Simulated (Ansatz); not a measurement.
# C4H6ClF: one species, many methods

Aim: compute C4H6ClF with functionals from several rungs and with coupled cluster. The yardstick is the atomisation energy at the CCSD(T) limit.

Computed with Ansatz 0.2.0, Gaussian basis. Level: functionals in def2-TZVPP, the program's frozen cores in correlated methods.

Levels to be run: LDA (SPW92), PBE-D4, revPBE-D4, BLYP-D4, r2SCAN-D4, B97M-V, PBE0-D4, B3LYP-D4, r2SCANh-D4, r2SCAN0-D4, HSE06-D4, BHLYP-D4, CAM-B3LYP-D4, LC-ωPBE, ωB97X-V, ωB97M-V, B2PLYP, PBE-QIDH; CCSD(T)/def2-SVP; CCSD(T)/def2-TZVPP; MP2/def2-QZVPP; extrapolation to the limit; RPA on PBE.

### Step 1. Structure used throughout

All runs share one geometry, relaxed beforehand with PBE0-D4 in a triple-zeta def2 set.

SMILES `C/C(Cl)=C/CF`, 12 atoms, charge 0, spin multiplicity 1.

Atoms are counted from 1 here; the program's logs count them from 0.

Bond lengths: C1–C2 1.486 Å, C1–H7 1.093 Å, C1–H8 1.093 Å, C1–H9 1.091 Å, C2–Cl3 1.739 Å, C2–C4 1.327 Å, C4–C5 1.483 Å, C4–H10 1.086 Å, C5–F6 1.387 Å, C5–H11 1.096 Å, C5–H12 1.091 Å. Angles: C2–C1–H7 110.8°, C2–C1–H8 110.4°, C2–C1–H9 110.3°, H7–C1–H8 107.3°, H7–C1–H9 108.9°, H8–C1–H9 109.0°, C1–C2–Cl3 113.4°, C1–C2–C4 125.5°, Cl3–C2–C4 121.1°, C2–C4–C5 127.1°, C2–C4–H10 117.0°, C5–C4–H10 115.8°, C4–C5–F6 109.5°, C4–C5–H11 111.0°, C4–C5–H12 111.8°, F6–C5–H11 107.0°, F6–C5–H12 108.3°, H11–C5–H12 109.0°.

Geometry (Å):

```xyz
12
C4H6ClF
C    -1.89751    0.10656   -0.47330
C    -0.60819   -0.09127    0.23862
Cl   -0.80167   -0.59442    1.89223
C     0.59735    0.07338   -0.29085
C     1.90481   -0.12466    0.38023
F     2.73317    0.95481    0.10935
H    -2.47294   -0.82225   -0.49907
H    -2.50737    0.85273    0.04221
H    -1.71785    0.44004   -1.49602
H     0.64142    0.38036   -1.33206
H     2.41024   -1.01979    0.00016
H     1.79545   -0.21058    1.46260
```

### Step 2. LDA

This LDA is Slater exchange with PW92 correlation.

in.yaml

```yaml
crystal:
  periodic: [false, false, false]
  atoms:
    - {symbol: C, position_ang: [-1.897512, 0.106560, -0.473301]}
    - {symbol: C, position_ang: [-0.608190, -0.091270, 0.238620]}
    - {symbol: Cl, position_ang: [-0.801670, -0.594424, 1.892226]}
    - {symbol: C, position_ang: [0.597350, 0.073379, -0.290845]}
    - {symbol: C, position_ang: [1.904814, -0.124664, 0.380235]}
    - {symbol: F, position_ang: [2.733168, 0.954806, 0.109349]}
    - {symbol: H, position_ang: [-2.472944, -0.822246, -0.499068]}
    - {symbol: H, position_ang: [-2.507373, 0.852731, 0.042213]}
    - {symbol: H, position_ang: [-1.717852, 0.440042, -1.496023]}
    - {symbol: H, position_ang: [0.641422, 0.380358, -1.332063]}
    - {symbol: H, position_ang: [2.410237, -1.019787, 0.000159]}
    - {symbol: H, position_ang: [1.795449, -0.210585, 1.462598]}
basis:
  gaussian: {orbitals: def2-TZVPP}
hamiltonian: {xc: lda}
output: {orbitals: {seedname: orbitals}}
```

After this run come: PBE-D4 (GGA); revPBE-D4 (GGA); BLYP-D4 (GGA); r2SCAN-D4 (meta-GGA); B97M-V (meta-GGA); PBE0-D4 (hybrid); B3LYP-D4 (hybrid); r2SCANh-D4 (hybrid); r2SCAN0-D4 (hybrid); HSE06-D4 (hybrid); BHLYP-D4 (hybrid); CAM-B3LYP-D4 (range-separated); LC-ωPBE (range-separated); ωB97X-V (range-separated); ωB97M-V (range-separated); B2PLYP (double hybrid); PBE-QIDH (double hybrid); CCSD(T) in def2-SVP; CCSD(T) in def2-TZVPP; MP2 in def2-QZVPP; RPA on PBE orbitals.

Before running them: what should the planned runs give, taken together? Wanted: atomisation energy, CCSD(T)/CBS; farthest beyond LDA; mean size of error, GGA; mean size of error, meta-GGA; mean size of error, hybrid; mean size of error, range-separated; mean size of error, double hybrid; gap, smallest and largest; T1 diagnostic.

**Answer**, as computed:

| quantity | value |
| --- | --- |
| atomisation energy, CCSD(T)/CBS | 4785.7 kJ/mol |
| functionals within 23.9 kJ/mol (0.5 %) | BLYP-D4, B97M-V, B3LYP-D4, r2SCANh-D4, CAM-B3LYP-D4, LC-ωPBE, ωB97X-V, ωB97M-V, PBE-QIDH |
| farthest beyond LDA | PBE-D4 (+155.2 kJ/mol) |
| mean size of error, GGA | 61.9 kJ/mol |
| mean size of error, meta-GGA | 25.1 kJ/mol |
| mean size of error, hybrid | 53.0 kJ/mol |
| mean size of error, range-separated | 14.8 kJ/mol |
| mean size of error, double hybrid | 23.8 kJ/mol |
| gap, smallest and largest | 4.88 eV (LDA (SPW92)), 12.09 eV (LC-ωPBE) |
| T1 diagnostic | 0.0104 |
| triples share of the correlation energy | 4.0 % |

In words: The LDA atomisation energy is off by 765.7 kJ/mol (16 %): it overbinds. PBE-D4 is off by +155.2 kJ/mol. Double hybrids carry the basis error of their MP2 part in triple zeta, and no dispersion term here, so their miss is partly the set-up's. The rungs range-separated, double hybrid miss on average by less than the doubt on the reference (23.9 kJ/mol), so they tie. Misses under about 23.9 kJ/mol are within the doubt on the reference itself, which lacks core-valence correlation, relativity and higher excitations. Hartree-Fock recovers 73 % of the binding; the rest is correlation. CCSD(T) in def2-SVP is off by -204.3 kJ/mol, which most functionals beat. The gap grows from 4.9 to 12.1 eV across the functionals, mostly with the share of exact exchange.
